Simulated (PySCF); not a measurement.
**Orbital energies and ionisation energy**

Species: C3H7NO.
Z-matrix (Å and degrees, PBE0-D3(BJ)/def2-SVP geometry), rows numbered from 1:
```
C 
C   1  1.5205
N   2  1.4461  1  113.52
C   3  1.3551  2  122.10  1   -90.72
O   4  1.2097  3  124.98  2    -2.93
H   1  1.1014  2  111.53  3   -59.90
H   1  1.1000  2  110.25  3    60.41
H   1  1.1007  2  110.65  3   179.94
H   2  1.1000  1  109.83  3  -119.16
H   2  1.1018  1  110.83  3   122.38
H   3  1.0118  2  119.40  1    81.88
H   4  1.1178  3  112.17  2   177.80
```

Level: wB97X-D/def2-SVPD (PySCF). Frontier orbitals with their largest atomic shares (Löwdin; up to four atoms above 4 %):

```tsv
orbital	ε (eV)	main atoms
HOMO−3	-12.56	C1 30 %, C2 18 %, O5 10 %, H7 9 %
HOMO−2	-11.90	C1 26 %, C2 25 %, H9 12 %, H6 12 %
HOMO−1	-9.56	O5 49 %, N3 24 %, C4 12 %, H12 4 %
HOMO	-9.42	?
LUMO	2.11	C4 19 %, H11 18 %, C2 12 %, C1 12 %
LUMO+1	2.42	C4 37 %, O5 23 %, N3 16 %, H12 10 %
LUMO+2	2.93	C1 18 %, H12 12 %, O5 11 %, C4 11 %
```

Task: What vertical ionisation energy does ΔSCF give, and how far is −ε(HOMO) from it?

Result: ΔSCF: 9.81 eV (947 kJ/mol; threshold wavelength 126 nm); ⟨S²⟩ of the doublet left behind is 0.783, against 0.75 for a pure doublet. −ε(HOMO) is 9.42 eV, 0.39 eV below it. For the exact functional −ε(HOMO) would equal the first vertical ionisation energy; wB97X-D (range-separated hybrid) falls short of its own ΔSCF value by 4 %.

Task: On which atoms does the HOMO lie?

Result: O5 (amide oxygen) 46 %, N3 (amide nitrogen) 26 %, C4 (amide carbonyl carbon) 11 %, C2 (sp3 carbon bound to nitrogen) 5 %. The HOMO−1 lies 0.14 eV lower.

Task: How many of the 10 lowest singlet excitations (vertical TDDFT, same level) lie below the ionisation energy?

Result: All 10; they run from 5.78 to 9.08 eV.

Task: What total energies stand behind the ΔSCF value?

Result: E(N) = -248.27460 Eh and E(N − 1) = -247.91396 Eh at the same geometry, 0.36064 Eh apart.

One conformer (not necessarily the lowest) at the PBE0-D3(BJ)/def2-SVP geometry, without solvent, vibrations or thermal averaging.

Note: wB97X-D ran without an empirical dispersion term, which enters the total energy and its gradient alone.
